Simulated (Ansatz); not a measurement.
# Ladder of methods for the band gap of PdS2 (Pbca, No. 61)

Reference value: 0.7 eV (measured, temperature not stated, no zero-point or thermal correction, indirect, bulk, cited; as tabulated in Two-dimensional noble-metal chalcogenides and phosphochalcogenides, Angew. …).

Problem. What do LDA, PBEsol, r²SCAN, r²SCAN+rVV10 give, and how far is each from the reference?

Solution. 
```
level (code)           value (eV)  cell (Å³/atom)  difference (eV)
---------------------  ----------  --------------  ---------------
LDA (Ansatz)                 0.00           17.61            -0.70
PBEsol (Ansatz)              0.00           18.87            -0.70
r²SCAN (Ansatz)              0.36           20.08            -0.34
r²SCAN+rVV10 (Ansatz)        0.06           19.10            -0.64
```

Closest of the ranked levels: r²SCAN (-0.34 eV). Once the reference is moved by up to 0.15 eV (a margin picked here for doubts on the reference and the settings, and for temperature and zero-point motion) and values within 0.03 eV count as equal, the farthest can be PBEsol (-0.70 eV) or LDA (-0.70 eV). No gap at all, against the measurement: LDA, PBEsol. All 4 levels lie below the reference.

Density-functional gaps are differences of (generalised) Kohn–Sham levels of a static lattice; semilocal ones lie below quasiparticle gaps as a rule. Measured gaps hold zero-point and thermal shifts unless a correction is named. Levels without +SOC have no spin–orbit coupling; where heavier elements are present it shifts gaps, mostly down, and can invert bands. A gap of zero means that the bands touch or overlap; how far they overlap is not shown.  LDA, PBEsol: the run has no spin polarisation, so it can have missed a magnetic state. Each level is taken at its own relaxed cell. Cutoffs differ between the levels. Ansatz's density-functional and Hartree–Fock values are scalar-relativistic unless marked +SOC, with PAW data made under PBE.

Differences are worked out from the printed values.

Ansatz is an electronic-structure program.
